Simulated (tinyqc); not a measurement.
Worked calculation (part 1 of 2): RHF in the sto-6g basis, for CH3-, spin multiplicity 1. The basis has no diffuse functions, so it cannot describe the extra electron: this is an exercise in the method, not the real anion. Computed by tinyqc, a small Python program that keeps every step (integrals from PySCF). Settings: charge = -1, multiplicity = 1, basis = sto-6g, energy threshold = 1e-09, iteration cap = 66, orthogonalisation = symmetric, start = core, DIIS depth = 3, DIIS from iteration = 2, shift = 1.0, method = RHF. Command: `OMP_NUM_THREADS=1 python tinyqc.py 27046 27047 out.jsonl` (the two numbers bound the seeds that draw the settings). One thread of a shared host (Intel(R) Xeon(R) Processor @ 2.60GHz), about 0.3 s of CPU time with the checks. Later iterations appear only in the table of the cycle.

## One-electron integrals

Geometry (angstrom):
```
atom         x         y        z
C      0.00000   0.00000  0.09200
H      1.26700   0.00000  0.00000
H     -0.63300   1.09700  0.00000
H     -0.63300  -1.09700  0.00000
```

Basis sto-6g: exponents (1/bohr^2) and contraction coefficients of normalised primitives:
```
element  l (shell)   exponent  coefficient
C            s (1)  742.73705      0.00916
C            s (1)  136.18002      0.04936
C            s (1)   38.09826      0.16854
C            s (1)   13.08778      0.37056
C            s (1)    5.08237      0.41649
C            s (1)    2.09320      0.13033
C            s (2)   30.49724     -0.01325
C            s (2)    6.03620     -0.04699
C            s (2)    1.87605     -0.03379
C            s (2)    0.72178      0.25024
C            s (2)    0.31347      0.59512
C            s (2)    0.14369      0.24071
C            p (3)   30.49724      0.00376
C            p (3)    6.03620      0.03768
C            p (3)    1.87605      0.17390
C            p (3)    0.72178      0.41804
C            p (3)    0.31347      0.42586
C            p (3)    0.14369      0.10171
H            s (1)   35.52322      0.00916
H            s (1)    6.51314      0.04936
H            s (1)    1.82214      0.16854
H            s (1)    0.62596      0.37056
H            s (1)    0.24308      0.41649
H            s (1)    0.10011      0.13033
```

Overlap, kinetic and nuclear-attraction integrals over the contracted functions; the nuclear repulsion is the sum of Za Zb / Rab.

nuclear repulsion = 8.2236027 hartree

overlap S, lower triangle:
```
          1C 1s    1C 2s    1C 2px    1C 2py    1C 2pz    2H 1s    3H 1s    4H 1s
1C 1s   1.00000
1C 2s   0.24323  1.00000
1C 2px  0.00000  0.00000   1.00000
1C 2py  0.00000  0.00000   0.00000   1.00000
1C 2pz  0.00000  0.00000   0.00000   0.00000   1.00000
2H 1s   0.04276  0.39317   0.39968   0.00000  -0.02902  1.00000
3H 1s   0.04281  0.39341  -0.19985   0.34634  -0.02905  0.08748  1.00000
4H 1s   0.04281  0.39341  -0.19985  -0.34634  -0.02905  0.08748  0.08747  1.00000
```

kinetic energy T (hartree), lower triangle:
```
           1C 1s    1C 2s    1C 2px    1C 2py    1C 2pz     2H 1s     3H 1s    4H 1s
1C 1s   16.06864
1C 2s   -0.49279  0.49241
1C 2px   0.00000  0.00000   1.47923
1C 2py   0.00000  0.00000   0.00000   1.47923
1C 2pz   0.00000  0.00000   0.00000   0.00000   1.47923
2H 1s   -0.00944  0.05635   0.16702   0.00000  -0.01213   0.76852
3H 1s   -0.00944  0.05646  -0.08358   0.14485  -0.01215  -0.01205   0.76852
4H 1s   -0.00944  0.05646  -0.08358  -0.14485  -0.01215  -0.01205  -0.01205  0.76852
```

nuclear attraction V (hartree), lower triangle:
```
            1C 1s     1C 2s    1C 2px    1C 2py    1C 2pz     2H 1s     3H 1s     4H 1s
1C 1s   -35.25796
1C 2s    -3.92246  -6.39472
1C 2px    0.00000   0.00003  -6.44015
1C 2py    0.00000   0.00000   0.00000  -6.44031
1C 2pz    0.00286   0.02966  -0.00001   0.00000  -6.30298
2H 1s    -0.77245  -2.03718  -1.91539   0.00000   0.14461  -4.19542
3H 1s    -0.77329  -2.03871   0.95787  -1.66003   0.14475  -0.40579  -4.19628
4H 1s    -0.77329  -2.03871   0.95787   1.66003   0.14475  -0.40579  -0.40583  -4.19628
```

core Hamiltonian H = T + V (hartree), lower triangle:
```
            1C 1s     1C 2s    1C 2px    1C 2py    1C 2pz     2H 1s     3H 1s     4H 1s
1C 1s   -19.18932
1C 2s    -4.41525  -5.90231
1C 2px    0.00000   0.00003  -4.96092
1C 2py    0.00000   0.00000   0.00000  -4.96107
1C 2pz    0.00286   0.02966  -0.00001   0.00000  -4.82375
2H 1s    -0.78189  -1.98083  -1.74837   0.00000   0.13248  -3.42690
3H 1s    -0.78273  -1.98225   0.87429  -1.51518   0.13260  -0.41784  -3.42776
4H 1s    -0.78273  -1.98225   0.87429   1.51518   0.13260  -0.41784  -0.41789  -3.42776
```

## Two-electron integrals

Functions are numbered as in S; the eight-fold symmetry (ij|kl) = (ji|kl) = (kl|ij) leaves the list below.

Two-electron integrals (ij|kl) in chemists' order, unique and non-zero (hartree):
```
(11|11) 3.54374     (21|11) 0.52946     (21|21) 0.10032     (22|11) 0.85360
(22|21) 0.19993     (22|22) 0.62484     (31|31) 0.02127     (32|31) 0.03187
(32|32) 0.13811     (33|11) 0.85360     (33|21) 0.19993     (33|22) 0.62484
(33|33) 0.67322     (41|41) 0.02127     (42|41) 0.03187     (42|42) 0.13811
(43|43) 0.03628     (44|11) 0.85360     (44|21) 0.19993     (44|22) 0.62484
(44|33) 0.60066     (44|44) 0.67322     (51|51) 0.02127     (52|51) 0.03187
(52|52) 0.13811     (53|53) 0.03628     (54|54) 0.03628     (55|11) 0.85360
(55|21) 0.19993     (55|22) 0.62484     (55|33) 0.60066     (55|44) 0.60066
(55|55) 0.67322     (61|11) 0.09789     (61|21) 0.01787     (61|22) 0.03506
(61|31) 0.00117     (61|32) 0.00227     (61|33) 0.03533     (61|44) 0.03493
(61|51) -0.00008    (61|52) -0.00017    (61|53) -2.85e-05   (61|55) 0.03493
(61|61) 0.00327     (62|11) 0.24896     (62|21) 0.05926     (62|22) 0.20576
(62|31) 0.00601     (62|32) 0.04117     (62|33) 0.21570     (62|44) 0.20075
(62|51) -0.00044    (62|52) -0.00299    (62|53) -0.00109    (62|55) 0.20083
(62|61) 0.01091     (62|62) 0.09210     (63|11) 0.22018     (63|21) 0.05311
(63|22) 0.19513     (63|31) 0.01073     (63|32) 0.06760     (63|33) 0.21430
(63|44) 0.18551     (63|51) -0.00033    (63|52) -0.00258    (63|53) -0.00152
(63|55) 0.18558     (63|61) 0.01022     (63|62) 0.10351     (63|63) 0.12492
(64|41) 0.00615     (64|42) 0.03201     (64|43) 0.00790     (64|54) -0.00057
(64|64) 0.01078     (65|11) -0.01599    (65|21) -0.00386    (65|22) -0.01417
(65|31) -0.00033    (65|32) -0.00258    (65|33) -0.01441    (65|44) -0.01347
(65|51) 0.00617     (65|52) 0.03220     (65|53) 0.00797     (65|55) -0.01462
(65|61) -0.00074    (65|62) -0.00752    (65|63) -0.00829    (65|65) 0.01138
(66|11) 0.41194     (66|21) 0.09993     (66|22) 0.39486     (66|31) 0.01206
(66|32) 0.11214     (66|33) 0.43504     (66|44) 0.37461     (66|51) -0.00088
(66|52) -0.00814    (66|53) -0.00439    (66|55) 0.37493     (66|61) 0.01867
(66|62) 0.23015     (66|63) 0.28489     (66|65) -0.02069    (66|66) 0.77500
(71|11) 0.09800     (71|21) 0.01789     (71|22) 0.03510     (71|31) -0.00059
(71|32) -0.00114    (71|33) 0.03507     (71|41) 0.00101     (71|42) 0.00197
(71|43) -0.00017    (71|44) 0.03527     (71|51) -0.00009    (71|52) -0.00017
(71|53) 1.43e-05    (71|54) -2.48e-05   (71|55) 0.03497     (71|61) 0.00317
(71|62) 0.01018     (71|63) 0.00892     (71|64) 0.00037     (71|65) -0.00069
(71|66) 0.01709     (71|71) 0.00328     (72|11) 0.24915     (72|21) 0.05930
(72|22) 0.20591     (72|31) -0.00301    (72|32) -0.02059    (72|33) 0.20463
(72|41) 0.00521     (72|42) 0.03568     (72|43) -0.00648    (72|44) 0.21212
(72|51) -0.00044    (72|52) -0.00299    (72|53) 0.00054     (72|54) -0.00094
(72|55) 0.20098     (72|61) 0.01018     (72|62) 0.06344     (72|63) 0.05643
(72|64) 0.00750     (72|65) -0.00504    (72|66) 0.12134     (72|71) 0.01093
(72|72) 0.09222     (73|11) -0.11011    (73|21) -0.02656    (73|22) -0.09758
(73|31) 0.00730     (73|32) 0.04093     (73|33) -0.10230    (73|41) -0.00198
(73|42) -0.01541    (73|43) 0.00966     (73|44) -0.09764    (73|51) 0.00017
(73|52) 0.00129     (73|53) -0.00081    (73|54) 0.00041     (73|55) -0.09281
(73|61) -0.00414    (73|62) -0.02170    (73|63) -0.01342    (73|64) -0.00181
(73|65) 0.00170     (73|66) -0.03591    (73|71) -0.00512    (73|72) -0.05179
(73|73) 0.03933     (74|11) 0.19083     (74|21) 0.04603     (74|22) 0.16911
(74|31) -0.00198    (74|32) -0.01541    (74|33) 0.16358     (74|41) 0.00959
(74|42) 0.05875     (74|43) -0.00882    (74|44) 0.18291     (74|51) -0.00029
(74|52) -0.00224    (74|53) 0.00041     (74|54) -0.00128    (74|55) 0.16083
(74|61) 0.00791     (74|62) 0.05262     (74|63) 0.04669     (74|64) 0.01247
(74|65) -0.00410    (74|66) 0.10154     (74|71) 0.00887     (74|72) 0.08976
(74|73) -0.04946    (74|74) 0.09651     (75|11) -0.01600    (75|21) -0.00386
(75|22) -0.01418    (75|31) 0.00017     (75|32) 0.00129     (75|33) -0.01372
(75|41) -0.00029    (75|42) -0.00224    (75|43) 0.00041     (75|44) -0.01419
(75|51) 0.00618     (75|52) 0.03223     (75|53) -0.00399    (75|54) 0.00691
(75|55) -0.01464    (75|61) -0.00069    (75|62) -0.00504    (75|63) -0.00440
(75|64) -0.00058    (75|65) 0.00723     (75|66) -0.01016    (75|71) -0.00074
(75|72) -0.00753    (75|73) 0.00415     (75|74) -0.00719    (75|75) 0.01140
(76|11) 0.04855     (76|21) 0.01160     (76|22) 0.04180     (76|31) 0.00049
(76|32) 0.00357     (76|33) 0.04215     (76|41) 0.00085     (76|42) 0.00618
(76|43) 0.00030     (76|44) 0.04250     (76|51) -0.00014    (76|52) -0.00104
(76|53) -0.00014    (76|54) -0.00025    (76|55) 0.04075     (76|61) 0.00208
(76|62) 0.01656     (76|63) 0.01732     (76|64) 0.00180     (76|65) -0.00148
(76|66) 0.03864     (76|71) 0.00208     (76|72) 0.01657     (76|73) -0.00710
(76|74) 0.01591     (76|75) -0.00149    (76|76) 0.00374     (77|11) 0.41208
(77|21) 0.09997     (77|22) 0.39497     (77|31) -0.00603    (77|32) -0.05607
(77|33) 0.38982     (77|41) 0.01045     (77|42) 0.09716     (77|43) -0.02617
(77|44) 0.42007     (77|51) -0.00088    (77|52) -0.00815    (77|53) 0.00219
(77|54) -0.00380    (77|55) 0.37504     (77|61) 0.01707     (77|62) 0.12129
(77|63) 0.10587     (77|64) 0.01964     (77|65) -0.01016    (77|66) 0.24078
(77|71) 0.01870     (77|72) 0.23033     (77|73) -0.14248    (77|74) 0.24692
(77|75) -0.02071    (77|76) 0.03864     (77|77) 0.77500     (81|11) 0.09800
(81|21) 0.01789     (81|22) 0.03510     (81|31) -0.00059    (81|32) -0.00114
(81|33) 0.03507     (81|41) -0.00101    (81|42) -0.00197    (81|43) 0.00017
(81|44) 0.03527     (81|51) -0.00009    (81|52) -0.00017    (81|53) 1.43e-05
(81|54) 2.48e-05    (81|55) 0.03497     (81|61) 0.00317     (81|62) 0.01018
(81|63) 0.00892     (81|64) -0.00037    (81|65) -0.00069    (81|66) 0.01709
(81|71) 0.00317     (81|72) 0.01019     (81|73) -0.00478    (81|74) 0.00755
(81|75) -0.00069    (81|76) 0.00197     (81|77) 0.01709     (81|81) 0.00328
(82|11) 0.24915     (82|21) 0.05930     (82|22) 0.20591     (82|31) -0.00301
(82|32) -0.02059    (82|33) 0.20463     (82|41) -0.00521    (82|42) -0.03568
(82|43) 0.00648     (82|44) 0.21212     (82|51) -0.00044    (82|52) -0.00299
(82|53) 0.00054     (82|54) 0.00094     (82|55) 0.20098     (82|61) 0.01018
(82|62) 0.06344     (82|63) 0.05643     (82|64) -0.00750    (82|65) -0.00504
(82|66) 0.12134     (82|71) 0.01019     (82|72) 0.06348     (82|73) -0.03471
(82|74) 0.04515     (82|75) -0.00505    (82|76) 0.01228     (82|77) 0.12135
(82|81) 0.01093     (82|82) 0.09222     (83|11) -0.11011    (83|21) -0.02656
(83|22) -0.09758    (83|31) 0.00730     (83|32) 0.04093     (83|33) -0.10230
(83|41) 0.00198     (83|42) 0.01541     (83|43) -0.00966    (83|44) -0.09764
(83|51) 0.00017     (83|52) 0.00129     (83|53) -0.00081    (83|54) -0.00041
(83|55) -0.09281    (83|61) -0.00414    (83|62) -0.02170    (83|63) -0.01342
(83|64) 0.00181     (83|65) 0.00170     (83|66) -0.03591    (83|71) -0.00478
(83|72) -0.03471    (83|73) 0.02542     (83|74) -0.02425    (83|75) 0.00270
(83|76) -0.00525    (83|77) -0.06994    (83|81) -0.00512    (83|82) -0.05179
(83|83) 0.03933     (84|11) -0.19083    (84|21) -0.04603    (84|22) -0.16911
(84|31) 0.00198     (84|32) 0.01541     (84|33) -0.16358    (84|41) 0.00959
(84|42) 0.05875     (84|43) -0.00882    (84|44) -0.18291    (84|51) 0.00029
(84|52) 0.00224     (84|53) -0.00041    (84|54) -0.00128    (84|55) -0.16083
(84|61) -0.00791    (84|62) -0.05262    (84|63) -0.04669    (84|64) 0.01247
(84|65) 0.00410     (84|66) -0.10154    (84|71) -0.00755    (84|72) -0.04515
(84|73) 0.02425     (84|74) -0.02640    (84|75) 0.00352     (84|76) -0.00910
(84|77) -0.08190    (84|81) -0.00887    (84|82) -0.08976    (84|83) 0.04946
(84|84) 0.09651     (85|11) -0.01600    (85|21) -0.00386    (85|22) -0.01418
(85|31) 0.00017     (85|32) 0.00129     (85|33) -0.01372    (85|41) 0.00029
(85|42) 0.00224     (85|43) -0.00041    (85|44) -0.01419    (85|51) 0.00618
(85|52) 0.03223     (85|53) -0.00399    (85|54) -0.00691    (85|55) -0.01464
(85|61) -0.00069    (85|62) -0.00504    (85|63) -0.00440    (85|64) 0.00058
(85|65) 0.00723     (85|66) -0.01016    (85|71) -0.00069    (85|72) -0.00505
(85|73) 0.00270     (85|74) -0.00352    (85|75) 0.00724     (85|76) -0.00107
(85|77) -0.01016    (85|81) -0.00074    (85|82) -0.00753    (85|83) 0.00415
(85|84) 0.00719     (85|85) 0.01140     (86|11) 0.04855     (86|21) 0.01160
(86|22) 0.04180     (86|31) 0.00049     (86|32) 0.00357     (86|33) 0.04215
(86|41) -0.00085    (86|42) -0.00618    (86|43) -0.00030    (86|44) 0.04250
(86|51) -0.00014    (86|52) -0.00104    (86|53) -0.00014    (86|54) 0.00025
(86|55) 0.04075     (86|61) 0.00208     (86|62) 0.01656     (86|63) 0.01732
(86|64) -0.00180    (86|65) -0.00148    (86|66) 0.03864     (86|71) 0.00197
(86|72) 0.01228     (86|73) -0.00525    (86|74) 0.00910     (86|75) -0.00107
(86|76) 0.00290     (86|77) 0.02339     (86|81) 0.00208     (86|82) 0.01657
(86|83) -0.00710    (86|84) -0.01591    (86|85) -0.00149    (86|86) 0.00374
(87|11) 0.04856     (87|21) 0.01160     (87|22) 0.04180     (87|31) -0.00098
(87|32) -0.00713    (87|33) 0.04267     (87|44) 0.04198     (87|51) -0.00014
(87|52) -0.00104    (87|53) 0.00029     (87|55) 0.04075     (87|61) 0.00196
(87|62) 0.01227     (87|63) 0.01050     (87|65) -0.00107    (87|66) 0.02339
(87|71) 0.00208     (87|72) 0.01657     (87|73) -0.01022    (87|74) 0.01411
(87|75) -0.00149    (87|76) 0.00290     (87|77) 0.03864     (87|81) 0.00208
(87|82) 0.01657     (87|83) -0.01022    (87|84) -0.01411    (87|85) -0.00149
(87|86) 0.00290     (87|87) 0.00374     (88|11) 0.41208     (88|21) 0.09997
(88|22) 0.39497     (88|31) -0.00603    (88|32) -0.05607    (88|33) 0.38982
(88|41) -0.01045    (88|42) -0.09716    (88|43) 0.02617     (88|44) 0.42007
(88|51) -0.00088    (88|52) -0.00815    (88|53) 0.00219     (88|54) 0.00380
(88|55) 0.37504     (88|61) 0.01707     (88|62) 0.12129     (88|63) 0.10587
(88|64) -0.01964    (88|65) -0.01016    (88|66) 0.24078     (88|71) 0.01709
(88|72) 0.12135     (88|73) -0.06994    (88|74) 0.08190     (88|75) -0.01016
(88|76) 0.02339     (88|77) 0.24078     (88|81) 0.01870     (88|82) 0.23033
(88|83) -0.14248    (88|84) -0.24692    (88|85) -0.02071    (88|86) 0.03864
(88|87) 0.03864     (88|88) 0.77500
```

## Orthogonalisation

S = U s U^T; symmetric (Loewdin) form X = U s^(-1/2) U^T, so that X^T S X = 1.

eigenvalues of S: 0.36910  0.46452  0.46479  0.96476  1.00808  1.44773  1.44801  1.83300

X, lower triangle:
```
           1C 1s     1C 2s    1C 2px    1C 2py   1C 2pz     2H 1s     3H 1s    4H 1s
1C 1s    1.02602
1C 2s   -0.14986   1.25384
1C 2px   0.00000  -0.00008   1.12066
1C 2py   0.00000   0.00000   0.00000   1.12084
1C 2pz   0.00169  -0.01664   0.00001   0.00000  1.00120
2H 1s    0.02041  -0.24383  -0.25846   0.00000  0.01765   1.15728
3H 1s    0.02042  -0.24406   0.12927  -0.22404  0.01767  -0.01989   1.15750
4H 1s    0.02042  -0.24406   0.12927   0.22404  0.01767  -0.01989  -0.01992  1.15750
```

## Starting guess

The start is the orbitals of the core Hamiltonian; D = 2 C_occ C_occ^T.

D at the start, lower triangle:
```
           1C 1s     1C 2s    1C 2px    1C 2py   1C 2pz    2H 1s    3H 1s    4H 1s
1C 1s    2.14486
1C 2s   -0.63244   2.73002
1C 2px   0.00002  -0.00017   2.38262
1C 2py   0.00000   0.00000   0.00000   2.38316
1C 2pz   0.00895  -0.05040   0.00002   0.00000  2.00405
2H 1s    0.07486  -0.29655  -0.39313   0.00000  0.02889  0.09738
3H 1s    0.07490  -0.29673   0.19660  -0.34076  0.02891  0.00009  0.09749
4H 1s    0.07490  -0.29673   0.19660   0.34076  0.02891  0.00009  0.00004  0.09749
```

## Iteration 1: building the Fock matrix

J_ij = sum D_kl (ij|kl), K_ij = sum D_kl (ik|jl); F = H + J - 0.5 K; E = tr D H + tr D J / 2 - 0.25 tr D K + E_nn.

Coulomb J (hartree), lower triangle:
```
           1C 1s    1C 2s    1C 2px    1C 2py    1C 2pz    2H 1s    3H 1s    4H 1s
1C 1s   14.23869
1C 2s    2.71372  6.81556
1C 2px   0.00000  0.00001   6.81205
1C 2py   0.00000  0.00000   0.00000   6.81203
1C 2pz  -0.00049  0.00121   0.00000   0.00000   6.82259
2H 1s    0.48638  2.16551   2.01343   0.00000  -0.14592  3.97334
3H 1s    0.48691  2.16710  -1.00688   1.74495  -0.14606  0.43507  3.97450
4H 1s    0.48691  2.16710  -1.00688  -1.74495  -0.14606  0.43507  0.43512  3.97450
```

exchange K (hartree), lower triangle:
```
           1C 1s    1C 2s    1C 2px    1C 2py    1C 2pz    2H 1s    3H 1s    4H 1s
1C 1s    7.35936
1C 2s    1.26323  2.19254
1C 2px   0.00000  0.00001   1.81821
1C 2py   0.00000  0.00000   0.00000   1.81819
1C 2pz  -0.00011  0.00029   0.00000   0.00000   1.83183
2H 1s    0.24491  0.60212   0.42139   0.00000  -0.03023  0.30074
3H 1s    0.24517  0.60260  -0.21074   0.36522  -0.03026  0.11978  0.30116
4H 1s    0.24517  0.60260  -0.21074  -0.36522  -0.03026  0.11978  0.11982  0.30116
```

Fock matrix F (hartree), lower triangle:
```
           1C 1s     1C 2s    1C 2px    1C 2py   1C 2pz     2H 1s     3H 1s    4H 1s
1C 1s   -8.63031
1C 2s   -2.33315  -0.18303
1C 2px   0.00000   0.00003   0.94202
1C 2py   0.00000   0.00000   0.00000   0.94186
1C 2pz   0.00242   0.03072  -0.00001   0.00000  1.08293
2H 1s   -0.41796  -0.11638   0.05437   0.00000  0.00168   0.39607
3H 1s   -0.41840  -0.11645  -0.02722   0.04716  0.00168  -0.04266   0.39617
4H 1s   -0.41840  -0.11645  -0.02722  -0.04716  0.00168  -0.04266  -0.04268  0.39617
```

total energy of this density = -35.8123060 hartree

## Iteration 1: diagonalisation and new density

A level shift of 1 hartree raises the virtual space: F + shift (S - S D(s) S), with D(s) the density of one spin (D/2). Diagonalise F' = X^T F X, C = X C', fill 5 alpha and 5 beta electrons from the bottom; D = 2 C_occ C_occ^T. Each column has its largest component positive (the first on a tie).

F' = X^T F X (hartree), lower triangle:
```
          1         2         3         4        5         6         7        8
1  -8.42191
2  -1.40117   0.60335
3   0.00000  -0.00008   1.18628
4   0.00000   0.00000   0.00000   1.18645
5   0.00342   0.00364   0.00001   0.00000  1.08521
6  -0.04700  -0.35534  -0.39481   0.00000  0.02670   1.60289
7  -0.04713  -0.35570   0.19745  -0.34222  0.02673  -0.04332   1.60328
8  -0.04713  -0.35570   0.19745   0.34222  0.02673  -0.04332  -0.04337  1.60328
```

orbital energies (hartree): MO1 -8.63740, MO2 0.47400, MO3 0.88066, MO4 0.88080, MO5 1.08437, MO6 1.86215, MO7 1.95181, MO8 1.95243

coefficients C:
```
             MO1       MO2       MO3       MO4       MO5       MO6       MO7       MO8
1C 1s    0.99208  -0.25374   0.00000  -0.00001  -0.01674  -0.16599  -0.00053   0.00000
1C 2s    0.03400   0.88472   0.00000   0.00006   0.06987   0.99230   0.00334   0.00000
1C 2px   0.00000  -0.00005   0.00000   0.77838  -0.00001   0.00265  -0.86616   0.00000
1C 2py   0.00000   0.00000   0.77831   0.00000   0.00000   0.00000   0.00000   0.86654
1C 2pz  -0.00080  -0.04124   0.00000   0.00001   0.99738  -0.08452  -0.00029   0.00000
2H 1s   -0.00564   0.10797   0.00000   0.29487  -0.01168  -0.68451   0.94855   0.00000
3H 1s   -0.00564   0.10803   0.25530  -0.14735  -0.01168  -0.68037  -0.47749  -0.82351
4H 1s   -0.00564   0.10803  -0.25530  -0.14735  -0.01168  -0.68037  -0.47749   0.82351
```

D after iteration 1, lower triangle:
```
           1C 1s    1C 2s    1C 2px    1C 2py    1C 2pz     2H 1s     3H 1s    4H 1s
1C 1s    2.09775
1C 2s   -0.38385  1.57754
1C 2px   0.00000  0.00002   1.21174
1C 2py   0.00000  0.00000   0.00000   1.21154
1C 2pz  -0.01406  0.06635   0.00000   0.00000   1.99295
2H 1s   -0.06559  0.18907   0.45904   0.00000  -0.03220   0.19755
3H 1s   -0.06562  0.18912  -0.22940   0.39741  -0.03221  -0.06324   0.19746
4H 1s   -0.06562  0.18912  -0.22940  -0.39741  -0.03221  -0.06324  -0.06325  0.19746
```
